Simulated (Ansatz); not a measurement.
**Relaxing RePb**

Computed with DFT PBE, scalar-relativistic, plane waves, PAW (Ansatz 0.2.0). Cutoff 420 eV, Γ-centred k mesh, Gaussian smearing, no spin polarisation in the final step.

This is the end of a relaxation of cell and atoms.

```xyz
4
Lattice="0.0000 3.4202 3.4202 3.4202 0.0000 3.4202 3.4202 3.4202 0.0000" Properties=species:S:1:pos:R:3 pbc="T T T"
Re    3.4202    3.4202    3.4202
Re    5.1303    5.1303    5.1303
Pb    0.0000    0.0000    0.0000
Pb    1.7101    1.7101    1.7101
```

Energies over the elements count from the elements' standard structures at the same level, with no empirical corrections.

Q: What space group does it have?

A: Fd-3m (No. 227). Conventional cell: a = 6.840 Å. Re is coordinated by 4 Pb at 2.96 Å, 4 Re at 2.96 Å and 6 Pb at 3.42 Å; around Pb lie 4 Pb at 2.96 Å, 4 Re at 2.96 Å and 6 Re at 3.42 Å.

Q: What is its formation energy per atom?

A: 1.29 eV/atom.

Q: Is it a metal?

A: Yes, bands cross the Fermi level on the 12×12×12 mesh.

The final run used a 12×12×12 mesh on its 4-atom cell and 0.10 eV smearing. The k mesh leaves about 4 meV/atom of noise in metals. Spin–orbit coupling is left out. The cell came from a trial start, so RePb may not exist in this structure.

Cost: 3 runs of about 1.3 core-minutes in all, on Arm Neoverse V1 (shared hosts).